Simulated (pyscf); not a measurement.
Elementary routes open to H₂C=CH–C≡N + CH₃• in the gas phase (doublet surface):
A. H₃C–CH₂–CH•–C≡N (none broken; C–C formed)
B. •H₂C–CH(CH₃)–C≡N (none broken; C–C formed)

Single points on ωB97X-D3(BJ)/def2-SVP structures (PySCF, gas phase).

Rank the routes by free-energy barrier at 900 K, lowest first, for ωB97M-D3(BJ)/def2-TZVP energies (ideal gas, 1 atm, RRHO with modes under 100 cm⁻¹ raised to 100, one conformer, R ln 2 for chiral ones without a mode under 150 cm⁻¹).

A (1.34 eV), B (1.56 eV)

Route A is the fastest of these, ahead of the next by 0.22 eV. The most stable products are those of A (ΔG = -0.06 eV), so kinetics and thermodynamics agree. At 298 K A is still the fastest. Only these routes are compared; each barrier is that of the saddle found, and lower ones may exist.
